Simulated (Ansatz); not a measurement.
A nudged elastic band was laid between two geometries of CH6AlN + H (10 atoms, charge 0, multiplicity 2).

Method: UKS PBE/6-31G* in Ansatz 0.2.0.

* movable images: 5
* climbing image: yes
* spring: 5.0 eV/Å²
* optimiser: quadratic models (default)
* start path: through a guess of the saddle point
* force threshold: 0.05 eV/Å
* iteration limit: 60
* end points: relaxed

First end point:

```xyz
10
Properties=species:S:1:pos:R:3
Al -0.031 -0.020 -0.164
H 0.051 -0.170 1.433
N 1.550 0.019 -1.012
H 2.452 -0.072 -0.544
H 1.682 0.077 -2.022
C -1.712 0.102 -1.186
H -2.336 -0.797 -1.035
H -2.318 0.963 -0.851
H -1.547 0.212 -2.271
H 0.327 -0.314 4.326
```

Last end point:

```xyz
10
Properties=species:S:1:pos:R:3
Al 0.234 -0.817 -0.526
H -0.339 -0.100 2.535
N 1.677 -0.111 -1.347
H 2.637 -0.428 -1.213
H 1.653 0.677 -1.998
C -1.545 -0.007 -0.921
H -2.259 -0.770 -1.277
H -1.975 0.449 -0.012
H -1.455 0.776 -1.696
H -0.509 0.330 3.129
```

**Question.** What changes between the two ends?

**Answer.** Bonds broken: Al1–H2. Bonds formed: H2–H10. CH6AlN + H becomes CH5AlN + H2.

**Question.** Give the energies along the band, and the barrier.

**Answer.** The forces met the threshold. The highest image is number 1 of 0 to 6, 2.2 kJ/mol above the first end and 92.4 kJ/mol above the last; the last end lies 90.2 kJ/mol below the first. A vibrational analysis at the climbing image gives one clearly imaginary mode, 305i cm⁻¹: a first-order saddle point.

| image | path coordinate (Å) | energy (kJ/mol) | Al1–H2 (Å) | H2–H10 (Å) |
| --- | --- | --- | --- | --- |
| 0 | 0.00 | 0.0 | 1.61 | 2.91 |
| 1 | 1.09 | 2.2 | 1.63 | 1.75 |
| 2 | 1.85 | -75.2 | 2.39 | 0.79 |
| 3 | 2.61 | -87.2 | 2.91 | 0.76 |
| 4 | 3.37 | -89.6 | 3.28 | 0.75 |
| 5 | 4.13 | -90.0 | 3.27 | 0.75 |
| 6 | 4.88 | -90.2 | 3.19 | 0.75 |

**Question.** What is the geometry of the highest image?

**Answer.** 
```xyz
10
Properties=species:S:1:pos:R:3:forces:R:3
Al -0.032 -0.039 -0.056 0.00 0.00 -0.02
H 0.052 -0.191 1.564 0.00 0.00 0.00
N 1.556 0.010 -0.890 0.00 0.00 0.01
H 2.454 -0.051 -0.412 0.01 0.00 0.01
H 1.699 0.102 -1.895 -0.01 0.00 -0.02
C -1.710 0.098 -1.082 0.00 0.01 0.00
H -2.367 -0.770 -0.893 0.00 0.00 0.00
H -2.281 0.996 -0.783 0.00 0.00 0.00
H -1.538 0.158 -2.170 0.00 0.00 0.00
H 0.286 -0.311 3.293 0.00 0.00 0.00
```

**Question.** What are the harmonic wavenumbers there?

**Answer.** 305i, 65, 77, 103, 175, 327, 396, 515, 530, 582, 686, 723, 738, 819, 1225, 1440, 1444, 1560, 1628, 2979, 3055, 3068, 3495, 3590 cm⁻¹.

The band took 14 iterations and about 110 core-seconds.

Run time: 110 s on 1 thread of INTEL(R) XEON(R) PLATINUM 8581C CPU @ 2.30GHz (Emerald Rapids) (shared host), peak memory 0.17 GiB.
